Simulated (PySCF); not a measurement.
Gas-phase reaction: 3 SiH2ClNH2 + HSiNH2 = 4 NH3 + SiH3 + 3 SiCl

Computed with PySCF (xtb for GFN2) and rigid-rotor harmonic-oscillator thermochemistry at 1 bar. † marks an energy on the PBE0/def2-TZVP geometry and frequencies; other levels use their own. CCSD(T) freezes the core. 6-31G* has spherical d functions here. Open shells (unrestricted): SiH3 (multiplicity 2), SiCl (multiplicity 2, electronic degeneracy 4); the rest are closed-shell singlets. GFN2 has no spin-polarisation term. Spin-orbit splitting is ignored; it lowers the true energy and changes the entropy of SiCl. B3LYP is the form with VWN-RPA correlation. SiH2ClNH2, HSiNH2: computed as isolated molecules; such fragments, hydroxides, amides, oligomers or adducts are transient or little studied in the gas. CCSD(T) isn't extrapolated to the basis-set limit; its ΔH°(298 K) is 1003.6 kJ in def2-SVP and 1052.8 kJ in def2-TZVPP. The harmonic model lacks anharmonicity and excited electronic states, which grow with temperature; levels with a mode under 35 cm⁻¹ are left out. Internal rotation in SiH2ClNH2, HSiNH2 is treated as a harmonic vibration of one conformer, which makes the entropy rough.

```json
[
 {"level": "B3LYP/6-31G*", "ΔE electronic, kJ": "1002", "ΔH°(298 K), kJ": "1008", "ΔS°(298 K), J/K": "579", "ΔG°(1400 K), kJ": "235"},
 {"level": "B3LYP/def2-TZVP†", "ΔE electronic, kJ": "1000", "ΔH°(298 K), kJ": "1006", "ΔS°(298 K), J/K": "575", "ΔG°(1400 K), kJ": "239"},
 {"level": "CCSD(T)/def2-SVP†", "ΔE electronic, kJ": "998", "ΔH°(298 K), kJ": "1004", "ΔS°(298 K), J/K": "575", "ΔG°(1400 K), kJ": "236"},
 {"level": "CCSD(T)/def2-TZVPP†", "ΔE electronic, kJ": "1047", "ΔH°(298 K), kJ": "1053", "ΔS°(298 K), J/K": "575", "ΔG°(1400 K), kJ": "285"},
 {"level": "GFN2-xTB", "ΔE electronic, kJ": "1184", "ΔH°(298 K), kJ": "1198", "ΔS°(298 K), J/K": "555", "ΔG°(1400 K), kJ": "470"},
 {"level": "HF/def2-TZVP†", "ΔE electronic, kJ": "919", "ΔH°(298 K), kJ": "925", "ΔS°(298 K), J/K": "575", "ΔG°(1400 K), kJ": "158"},
 {"level": "r2SCAN/def2-TZVP†", "ΔE electronic, kJ": "1069", "ΔH°(298 K), kJ": "1075", "ΔS°(298 K), J/K": "575", "ΔG°(1400 K), kJ": "307"},
 {"level": "ωB97M-V/def2-TZVP†", "ΔE electronic, kJ": "1092", "ΔH°(298 K), kJ": "1098", "ΔS°(298 K), J/K": "575", "ΔG°(1400 K), kJ": "330"},
 {"level": "ωB97X-V/def2-TZVP†", "ΔE electronic, kJ": "1113", "ΔH°(298 K), kJ": "1119", "ΔS°(298 K), J/K": "575", "ΔG°(1400 K), kJ": "352"}
]
```
ΔH° is lowest at HF/def2-TZVP† and highest at GFN2-xTB. No reference value is set beside these.
